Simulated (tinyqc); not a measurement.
Worked calculation: RHF in the sto-3g basis, for HF, spin multiplicity 1. One step of it, computed by the program tinyqc.

Problem. Orthogonalisation. S = U s U^T; symmetric (Loewdin) form X = U s^(-1/2) U^T, so that X^T S X = 1.

overlap S, lower triangle:
```
           1F 1s     1F 2s    1F 2px    1F 2py    1F 2pz     2H 1s
1F 1s   1.000000
1F 2s   0.237990  1.000000
1F 2px  0.000000  0.000000  1.000000
1F 2py  0.000000  0.000000  0.000000  1.000000
1F 2pz  0.000000  0.000000  0.000000  0.000000  1.000000
2H 1s   0.027865  0.305209  0.000000  0.000000  0.261746  1.000000
```

Give: eigenvalues of S; X.

Solution.

eigenvalues of S: 0.565  0.849  1.000  1.000  1.129  1.458

X, lower triangle:
```
         1F 1s   1F 2s  1F 2px  1F 2py  1F 2pz  2H 1s
1F 1s    1.023
1F 2s   -0.128   1.064
1F 2px   0.000   0.000   1.000
1F 2py   0.000   0.000   0.000   1.000
1F 2pz  -0.004   0.035   0.000   0.000   1.029
2H 1s    0.016  -0.174   0.000   0.000  -0.146  1.070
```
